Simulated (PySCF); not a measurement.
Atoms are numbered as in `[CH3:1][CH2:2][SH:3]`. Each H is labelled by its parent atom.

GIAO shifts from PySCF 2.14.0 with density-fitted response routines on PBE0-D3(BJ)/def2-TZVP geometries (one conformer, non-relativistic, equivalent nuclei averaged), against TMS at the same level and in the same medium; PCM means IEF-PCM chloroform.

Measured (solution, not stated per compound (mostly CDCl3 or CCl4); Pretsch, Buehlmann, Badertscher, Structure Determination of Organic Compounds, 4th ed. (2009)): C2 19.1, C1 19.7, H(C2) 2.44, H(C1) 1.31 ppm.

**Question.** Which unscaled values do B97-2/pcSseg-2, gas; WP04/pcSseg-2, PCM; wB97X-D/pcSseg-2, PCM give, and how close are they?

**Answer.** 
```tsv
atoms	measured	B97-2/pcSseg-2, gas	WP04/pcSseg-2, PCM	wB97X-D/pcSseg-2, PCM
C2	19.1	27.1	30.9	25.6
C1	19.7	24.1	24.9	23.9
H(C2)	2.44	2.45	2.46	2.45
H(C1)	1.31	1.28	1.28	1.27
```

Mean absolute error for $^{13}$C: B97-2/pcSseg-2, gas 6.2, WP04/pcSseg-2, PCM 8.5, wB97X-D/pcSseg-2, PCM 5.3 ppm.

Mean absolute error for $^{1}$H: B97-2/pcSseg-2, gas 0.02, WP04/pcSseg-2, PCM 0.03, wB97X-D/pcSseg-2, PCM 0.03 ppm.
